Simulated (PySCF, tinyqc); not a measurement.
Inside a calculation. Method: CIS on RHF in the sto-3g basis, for BH, spin multiplicity 1. The lowest restricted solution is unstable here: a spin-polarised one lies 0.0062 hartree lower (PySCF). One step of it, computed by the program tinyqc.

Question. Orthogonalisation. S = U s U^T; symmetric (Loewdin) form X = U s^(-1/2) U^T, so that X^T S X = 1.

overlap S, lower triangle:
```
           1B 1s     1B 2s    1B 2px    1B 2py    1B 2pz     2H 1s
1B 1s   1.000000
1B 2s   0.269328  1.000000
1B 2px  0.000000  0.000000  1.000000
1B 2py  0.000000  0.000000  0.000000  1.000000
1B 2pz  0.000000  0.000000  0.000000  0.000000  1.000000
2H 1s   0.029385  0.307054  0.000000  0.000000  0.353607  1.000000
```

Give: eigenvalues of S; X.

Answer.

eigenvalues of S: 0.5040  0.8008  1.0000  1.0000  1.1772  1.5180

X, lower triangle:
```
          1B 1s    1B 2s  1B 2px  1B 2py   1B 2pz   2H 1s
1B 1s    1.0297
1B 2s   -0.1473   1.0741
1B 2px   0.0000   0.0000  1.0000
1B 2py   0.0000   0.0000  0.0000  1.0000
1B 2pz  -0.0069   0.0505  0.0000  0.0000   1.0562
2H 1s    0.0213  -0.1846  0.0000  0.0000  -0.2066  1.0994
```
